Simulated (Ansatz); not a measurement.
Relaxed structures of CH₃MgO, doublet (PBE0-D4/def2-TZVP; forces vanish, vibrations not checked; lower isomers may exist, and structures with a doubtful reference or unclear bonds are left out; Å). Ansatz 0.2.0; basis: def2-TZVPP; cores frozen in the correlated methods; orbitals are unrestricted. The outer core shell of Li, Na, Mg and K is correlated. The def2 sets are not built for correlating such inner shells, so the correlated values are less sure here.

Question: Rank them by CCSD(T) energy, lowest first, and give each one's height above the lowest. Links in brackets join atoms within 1.22 times the sum of their covalent radii (1.1 for two metals). (Judge from chemistry; the value comes from the calculation.)
A.
CH₃MgO ([OH][CH][MgH])
```
6
angstrom
C -0.2426 0.1653 -0.4101
O -0.3908 -1.1022 -0.9258
Mg 0.7243 0.4214 1.3840
H -0.6853 0.9301 -1.0576
H -0.8593 -1.0764 -1.7652
H 1.5183 0.6846 2.8676
```
B.
CH₃MgO ([CH][O][MgH2])
```
6
angstrom
C 0.9523 0.3222 1.2321
O 0.0553 0.1048 0.5059
Mg -0.7530 -0.3626 -1.5372
H -0.9990 1.2336 -2.1196
H -0.7169 -2.0779 -1.4727
H 0.8597 0.5266 2.3251
```
C.
CH₃MgO ([CH2][O][MgH])
```
6
angstrom
C -0.4881 -0.2819 -1.2364
O -0.0091 -0.0071 -0.0362
Mg 0.7037 0.3592 1.5524
H -0.8420 0.5337 -1.8606
H -0.7386 -1.3105 -1.4797
H 1.3741 0.7066 3.0605
```

Answer: By the calculation: C (0.0 kJ/mol), A (123.1 kJ/mol), B (171.4 kJ/mol). Heights count from the lowest.

The T1 diagnostic stays at or below 0.018. ⟨S²⟩ of the unrestricted Hartree–Fock references: 0.76 (a pure state has 0.75).

For scale, one of the runs: CCSD(T)/def2-TZVPP, 136 basis functions, launched by `ansatz run in.yaml --threads 2 --pin off --events-out ev --progress --plain --max-ram 4352MiB`. Hardware: 2 CPU threads of an Arm Neoverse V1, shared host. Wall time 73 s; peak host memory 2 GiB.
